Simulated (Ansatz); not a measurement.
Working through a rigid torsion scan of C4H6, SMILES C#CCC

Program: the Python package of Ansatz (0.2.0).

Run as a notebook:

```python
import ansatz as az
from ase import Atoms
```

```python
atoms = Atoms(["C", "C", "C", "C", "H", "H", "H", "H", "H", "H"], positions=[
    [-0.6709, 1.6388, -1.3681],
    [-0.0814, 0.8839, -0.7521],
    [0.6785, -0.0849, 0.0023],
    [-0.1103, -0.9841, 0.8378],
    [-1.287, 2.3837, -1.9554],
    [1.3154, -0.6783, -0.6677],
    [1.4323, 0.4426, 0.684],
    [0.4574, -1.6956, 1.3994],
    [-0.7795, -0.4011, 1.5967],
    [-0.8715, -1.5561, 0.226],
])

# relax first, so that the scan starts from a minimum
first = (
    az.Crystal.molecule_from_ase(atoms).calculation()
    .basis(gaussian="cc-pVDZ")
    .functional("pbe0", dispersion="d3bj")
    .relax(force_tolerance=0.02, max_steps=80)
)
atoms.positions = first.run(threads=1).report["positions_ang"]
```

```python
start = atoms.get_dihedral(1, 2, 3, 7)
energies = {}
for turn in range(0, 121, 20):
    turned = atoms.copy()
    turned.set_dihedral(1, 2, 3, 7, start + turn, indices=[3, 7, 8, 9])
    base = (
        az.Crystal.molecule_from_ase(turned).calculation()
        .basis(gaussian="cc-pVDZ")
        .functional("pbe0", dispersion="d3bj")
    )
    energies[round((start + turn) % 360)] = base.run(threads=1).report["free_energy_ev"]
floor = min(energies.values())
print("dihedral C1-C2-C3-H7 (deg)   E - E(min) (kcal/mol)")
for angle, e in sorted(energies.items()):
    print(f"{angle:8d} {23.060548 * (e - floor):14.3f}  " + "#" * int(30 * (e - floor) / max(max(energies.values()) - floor, 1e-9)))
```

    dihedral C1-C2-C3-H7 (deg)   E - E(min) (kcal/mol)
         180          0.000
         200          0.853  #######
         220          2.591  ######################
         240          3.479  ##############################
         260          2.609  ######################
         280          0.876  #######
         300          0.013

The scan is rigid and the energies are electronic, in a modest basis. With rigid groups the curve can differ much from the relaxed path, the start wasn't checked as a minimum of this torsion, and equivalent turns needn't return to the same energy. Finished in 17 s on 1 thread of Intel(R) Xeon(R) Processor @ 2.30GHz, with other jobs on the host, peak memory 0.28 GiB.
